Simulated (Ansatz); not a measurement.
(1) Predict a relaxed structure of MgMe2 (C₂H₆Mg), charge 0, singlet, at B3LYP-D4/def2-TZVP (Ansatz).

Answers

(1) 
Cartesian coordinates in Å:
```
Mg 0.000 -0.005 0.001
C -0.874 0.257 1.885
H -0.174 0.030 2.695
H -1.746 -0.391 2.024
H -1.214 1.287 2.035
C 0.874 -0.258 -1.885
H 1.689 0.453 -2.053
H 0.150 -0.111 -2.692
H 1.294 -1.261 -2.010
```
Point group D3 (tolerance 0.1 Å). This is one stationary point.
